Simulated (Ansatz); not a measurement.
CH5FN2S2 (`NC(N)(F)SS`), relaxed with RKS PBE-D4/def2-SVP in Ansatz from a rough embedded geometry. The force threshold is 0.03 eV/Å; the program also tests the step.

Charge 0, multiplicity 1.

Start:

```xyz
11

N    -0.265    0.755   -1.560
C    -0.140    0.121   -0.299
N     0.561   -1.040   -0.626
F    -1.368   -0.270    0.043
S     0.678    1.094    0.952
S     0.569   -0.119    2.636
H    -0.921    1.503   -1.409
H    -0.631    0.096   -2.181
H     0.724   -1.580    0.292
H     1.474   -0.780   -0.922
H    -0.681    0.220    3.076
```

```csv
step,energy (eV),largest force (eV/Å),largest move (Å)
1,-28457.2176,3.400,0.000
2,-28457.8912,1.579,0.171
3,-28458.0041,0.653,0.163
4,-28458.0234,0.466,0.036
5,-28458.0331,0.132,0.080
6,-28458.0383,0.086,0.038
7,-28458.0388,0.048,0.046
8,-28458.0389,0.061,0.026
9,-28458.0393,0.020,0.012
```

End:

```xyz
11

N    -0.275    0.808   -1.519
C    -0.158    0.039   -0.343
N     0.588   -1.140   -0.576
F    -1.384   -0.371    0.207
S     0.576    1.268    0.937
S     0.639    0.028    2.604
H    -0.903    1.607   -1.389
H    -0.601    0.223   -2.298
H     0.662   -1.675    0.300
H     1.533   -0.899   -0.895
H    -0.679    0.113    2.971
```

Hardware: 4 threads of an Intel Xeon 6975P-C on a shared host. Wall time 8.5 s, peak host memory 0.2 GiB.
